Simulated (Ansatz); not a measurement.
Interaction energy ladder

The pair of HF (SMILES F, atoms 1–2) and Si₂H₆ (SMILES [SiH3][SiH3], atoms 3–10), both closed shells, in one local arrangement (a lower one may exist), relaxed at PBE0-D4/def2-TZVP:

```json
{"atom": "F1", "x (Å)": "-0.2824", "y (Å)": "-0.2084", "z (Å)": "-3.7723"}
{"atom": "H2", "x (Å)": "-0.1059", "y (Å)": "-0.4247", "z (Å)": "-2.8892"}
{"atom": "Si3", "x (Å)": "0.3035", "y (Å)": "-0.2396", "z (Å)": "1.9372"}
{"atom": "Si4", "x (Å)": "-0.2115", "y (Å)": "0.4159", "z (Å)": "-0.2472"}
{"atom": "H5", "x (Å)": "-0.4547", "y (Å)": "-1.4694", "z (Å)": "2.2859"}
{"atom": "H6", "x (Å)": "1.7598", "y (Å)": "-0.5135", "z (Å)": "2.0505"}
{"atom": "H7", "x (Å)": "-0.0648", "y (Å)": "0.8463", "z (Å)": "2.8832"}
{"atom": "H8", "x (Å)": "-1.6653", "y (Å)": "0.6661", "z (Å)": "-0.4188"}
{"atom": "H9", "x (Å)": "0.1701", "y (Å)": "-0.6961", "z (Å)": "-1.1756"}
{"atom": "H10", "x (Å)": "0.5513", "y (Å)": "1.6235", "z (Å)": "-0.6539"}
```

Ansatz 0.2.0; basis: def2-TZVPPD, with def2-QZVPPD for the basis limit; cores frozen in the correlated methods. B3LYP uses VWN-RPA correlation. Extrapolation: Hartree–Fock as exp(−7.88 √X), correlation as X^−2.97. Interaction energies count from these two fragments, frozen as in the pair, with the counterpoise correction; negative means bound.

Question: What is the interaction energy by CCSD(T) at an estimated basis limit (MP2 extrapolated from triple and quadruple zeta, plus CCSD(T) − MP2 in triple zeta)? (Judge from chemistry; the value comes from the calculation.)

Answer: The calculation gives: -1.50 kcal/mol. Hartree–Fock alone gives 0.12 kcal/mol at the basis limit, so without correlation the pair would not bind at this distance. It counts from the two fragments frozen as in the pair.

The same quantity by other methods in triple zeta, and each one's difference from that estimate:
```tsv
method	E_int (kcal/mol)	difference
PBE-D4	-2.32	-0.82
revPBE-D4	-1.45	0.05
BLYP-D4	-1.76	-0.26
r2SCAN-D4	-1.99	-0.49
B97M-V	-1.83	-0.33
PBE0-D4	-1.96	-0.46
B3LYP-D4	-1.79	-0.29
HSE06-D4	-1.97	-0.47
wB97X-V	-1.66	-0.16
wB97M-V	-1.63	-0.13
B2PLYP	-1.32	0.18
HF	0.13	1.63
MP2	-1.25	0.25
CCSD	-1.05	0.45
CCSD(T)	-1.31	0.20
```
Differences are method less estimate.

Question: Which atoms make the shortest contact between the fragments?

Answer: H2 and H9, 1.76 Å apart.

Basis-set superposition shift (counterpoise-corrected less uncorrected): CCSD(T) 0.37; MP2 0.37; HF 0.04; PBE0-D4 0.05; wB97M-V 0.04 kcal/mol.

T1 diagnostic: at most 0.013.

For scale, one of the runs: CCSD(T)/def2-TZVPPD, 255 basis functions, launched by `ansatz run in.yaml --threads 4 --pin off --events-out ev --progress --plain --max-ram 9574MiB`. Time: 24 s of wall clock on 4 CPU threads of an AMD EPYC 9R45; the host was shared. Peak host memory: 5.3 GiB.
